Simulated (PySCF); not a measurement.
**SF⁻: everyday levels beside a composite calculation**

PySCF; the state is a singlet (closed shell). The composite is CCSD(T) extrapolated to the basis-set limit from two correlation-consistent sets, with core-valence (CV) and scalar-relativistic (SR) terms as its label shows; it has no spin–orbit coupling and nothing beyond (T). Here it is CCSD(T)/CBS(DT)+CV+SR. It gives Re = 1.724 Å, ωe = 636 cm⁻¹ and De = 2.47 eV to S + F⁻.

```csv
level,basis,relativity,Re (Å),ωe (cm⁻¹),De (eV)
RHF-SCS-MP2,def2-SVPD,no relativity,1.769,627,2.02
RHF-CCSD(T),aug-cc-pV(D+d)Z/aug-cc-pVDZ,no relativity,1.770,630,2.15
RHF-CCSD(T),def2-TZVPPD,no relativity,1.731,632,2.34
LDA,def2-SVPD,no relativity,1.733,658,3.23
PBE,def2-SVPD,no relativity,1.770,608,2.58
TPSSh,def2-TZVPPD,no relativity,1.727,641,2.59
PBE0,aug-cc-pV(D+d)Z/aug-cc-pVDZ,no relativity,1.738,665,2.52
MN15,def2-TZVPPD,no relativity,1.699,668,2.79
LC-ωPBE,def2-SVPD,no relativity,1.735,678,2.26
ωB97X-V,def2-TZVPPD,no relativity,1.716,667,2.64
```

Question: Give the difference of each row from the composite.

Answer: 

```json
{"level": "RHF-SCS-MP2", "basis": "def2-SVPD", "ΔRe (pm)": "+4.5", "Δωe (%)": "-1.4", "ΔDe (eV)": "-0.45"}
{"level": "RHF-CCSD(T)", "basis": "aug-cc-pV(D+d)Z/aug-cc-pVDZ", "ΔRe (pm)": "+4.6", "Δωe (%)": "-0.9", "ΔDe (eV)": "-0.32"}
{"level": "RHF-CCSD(T)", "basis": "def2-TZVPPD", "ΔRe (pm)": "+0.7", "Δωe (%)": "-0.6", "ΔDe (eV)": "-0.13"}
{"level": "LDA", "basis": "def2-SVPD", "ΔRe (pm)": "+0.9", "Δωe (%)": "+3.5", "ΔDe (eV)": "+0.76"}
{"level": "PBE", "basis": "def2-SVPD", "ΔRe (pm)": "+4.6", "Δωe (%)": "-4.4", "ΔDe (eV)": "+0.11"}
{"level": "TPSSh", "basis": "def2-TZVPPD", "ΔRe (pm)": "+0.3", "Δωe (%)": "+0.8", "ΔDe (eV)": "+0.12"}
{"level": "PBE0", "basis": "aug-cc-pV(D+d)Z/aug-cc-pVDZ", "ΔRe (pm)": "+1.4", "Δωe (%)": "+4.6", "ΔDe (eV)": "+0.05"}
{"level": "MN15", "basis": "def2-TZVPPD", "ΔRe (pm)": "-2.5", "Δωe (%)": "+5.0", "ΔDe (eV)": "+0.32"}
{"level": "LC-ωPBE", "basis": "def2-SVPD", "ΔRe (pm)": "+1.1", "Δωe (%)": "+6.6", "ΔDe (eV)": "-0.21"}
{"level": "ωB97X-V", "basis": "def2-TZVPPD", "ΔRe (pm)": "-0.8", "Δωe (%)": "+4.9", "ΔDe (eV)": "+0.17"}
```

Question: Which rows come closest in De?

Answer: PBE0 in aug-cc-pV(D+d)Z/aug-cc-pVDZ (+0.05 eV), counted from the composite.

Correlated steps freeze 6 core orbitals. Correlated levels converge slowly with the basis: in double zeta they bind strong bonds too weakly, by up to about 1 eV, and carry superposition errors of some tenths. For an ion De counts to the pair picked by the measured ionisation energies or electron affinities, which need not be the lowest pair at this level. Where the molecule has an RHF reference, its open-shell atoms are computed with UHF. The highest Kohn–Sham level is positive in some of these anions. Much of that is self-interaction error, but it also means that the finite basis helps to hold the extra electron.
